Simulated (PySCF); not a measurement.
**How the functional moves excitation energies**

Species: carbon suboxide, C₃O₂.
InChI=1S/C3O2/c4-2-1-3-5

Linear-response calculations in the def2-SVPD basis (PySCF; singlets by full response, triplets Tamm–Dancoff, core orbitals frozen in the response; HF means time-dependent Hartree–Fock). 'Strongest' is the level of largest summed f among the singlets computed (10 roots, of which the last may lack a degenerate partner); it can jump between rows when another state enters that window. S1 is the lowest singlet of each run and needn't be the same state throughout; f(S1) is that of one state. Isolated species at its PBE0-D3(BJ)/def2-SVP geometry, gas phase.

```tsv
functional	kind	S1 (eV)	f(S1)	strongest (eV)	T1 (eV)	HOMO (eV)	gap (eV)	ionisation energy, ΔSCF (eV)
LDA	LDA	4.45	0.000	8.31	3.96	-7.51	4.45	11.10
PBE	GGA	4.49	0.000	8.31	3.89	-7.28	4.49	10.78
B3LYP	global hybrid, 20% exact exchange	4.42	0.000	8.39	3.85	-8.25	6.09	10.87
PBE0	global hybrid, 25% exact exchange	4.44	0.000	8.46	3.83	-8.48	6.53	10.84
BHandHLYP	global hybrid, 50% exact exchange	4.35	0.000	8.56	3.82	-9.55	8.60	10.73
CAM-B3LYP	range-separated hybrid	4.27	0.000	8.38	3.77	-9.71	8.84	10.86
wB97X-D	range-separated hybrid	4.33	0.000	8.40	3.86	-10.24	10.02	10.82
LC-wPBE	range-separated hybrid	4.15	0.000	8.35	3.69	-10.92	11.16	10.81
HF	Hartree–Fock	4.27	0.000	8.80	3.80	-11.20	12.99	not settled
```

S1 runs from 4.15 eV (LC-wPBE) to 4.49 eV (PBE), a spread of 0.34 eV, while the orbital gap spreads over 8.5 eV. −ε(HOMO) comes closest to its own ΔSCF ionisation energy with LC-wPBE (+0.11 eV) and misses most with LDA (-3.59 eV). 'Not settled' means that the ion's SCF failed to converge or may have ended in another state than the lowest.
